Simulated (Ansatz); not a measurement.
A run of Ansatz (development build ahead of 0.2.0) on singlet C₃H₅(+) at this shape:

```yaml
atoms:
  - { symbol: C, position_ang: [0.0000, 0.0000, -0.4928] }
  - { symbol: C, position_ang: [0.0000, 1.1898, 0.2111] }
  - { symbol: C, position_ang: [0.0000, -1.1898, 0.2111] }
  - { symbol: H, position_ang: [0.0000, 0.0000, -1.5874] }
  - { symbol: H, position_ang: [0.0000, 2.1593, -0.3030] }
  - { symbol: H, position_ang: [0.0000, 1.2037, 1.3086] }
  - { symbol: H, position_ang: [0.0000, -2.1593, -0.3030] }
  - { symbol: H, position_ang: [0.0000, -1.2037, 1.3086] }
```

Its results:

| Item | Value |
| --- | --- |
| Converged | yes |
| Reference energy | -116.23395 hartree |
| Correlation energy | -0.43855 hartree |
| Total energy | -116.67250 hartree |
| Spin squared of the determinant | 0.000 |

Q: Which input gives this output? Name the method, the orbitals and the basis set, and write the input.

A: RHF-MP2 in def2-TZVP. An unrestricted run that stays on the closed shell gives the same numbers.

```yaml
crystal:
  periodic: [false, false, false]
  atoms:
    - { symbol: C, position_ang: [0.0, 0.0, -0.49277] }
    - { symbol: C, position_ang: [0.0, 1.18984, 0.21106] }
    - { symbol: C, position_ang: [0.0, -1.18984, 0.21106] }
    - { symbol: H, position_ang: [0.0, 0.0, -1.58737] }
    - { symbol: H, position_ang: [0.0, 2.1593, -0.30303] }
    - { symbol: H, position_ang: [0.0, 1.20371, 1.30863] }
    - { symbol: H, position_ang: [0.0, -2.1593, -0.30303] }
    - { symbol: H, position_ang: [0.0, -1.20371, 1.30863] }
basis:
  gaussian: { orbitals: def2-TZVP }
total_charge: 1
hamiltonian:
  xc: hf
correlation:
  method: mp2
  frozen_orbitals: { C: 1, H: 0 }
```
